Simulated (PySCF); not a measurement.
Geometry:
```json
{"atom": "Si1", "x (Å)": "-0.556", "y (Å)": "-0.059", "z (Å)": "-0.006"}
{"atom": "P2", "x (Å)": "1.348", "y (Å)": "-0.868", "z (Å)": "0.011"}
{"atom": "H3", "x (Å)": "-1.774", "y (Å)": "-0.916", "z (Å)": "0.008"}
{"atom": "H4", "x (Å)": "-0.900", "y (Å)": "1.392", "z (Å)": "-0.035"}
{"atom": "H5", "x (Å)": "1.899", "y (Å)": "0.456", "z (Å)": "-0.013"}
```

Geometry: PBE0-D3(BJ)/def2-SVP; GIAO shifts from PySCF, gas phase, non-relativistic, averaged over equivalent atoms.

At PBE0/pcSseg-1 (63 basis functions, 2.4 s wall time on 1 thread of an Arm Neoverse V1, shared host):
| atoms | δ (ppm) |
| --- | --- |
| Si1 | 210.5 |
| P2 | 103.4 |
| H4 | 7.15 |
| H3 | 6.64 |
| H5 | 5.45 |

Shifts are taken against calculated references (same method and geometry level): $^{29}$Si (351.99 ppm) and $^{1}$H (31.27 ppm) against TMS; $^{31}$P (310.13 ppm) against H3PO4.

Question: What do these become at mPW1PW91/pcSseg-2?

Answer: 
```csv
atoms,δ at mPW1PW91/pcSseg-2,change
Si1,205.0,-5.5
P2,83.3,-20.1
H4,7.08,-0.07
H3,6.60,-0.04
H5,5.29,-0.16
```

References, each an isolated molecule treated in the same way: TMS for $^{29}$Si (σref 340.01) and $^{1}$H (σref 31.29); $^{31}$P (σref 294.97) against H3PO4.

The largest change is at P2 (phosphorus bonded to Si, H). Cost: 128 basis functions, 3.2 s wall time on 1 thread of an Arm Neoverse V1, shared host.

Experimental scales use liquid or dissolved standards, which lie at an offset from isolated H3PO4.
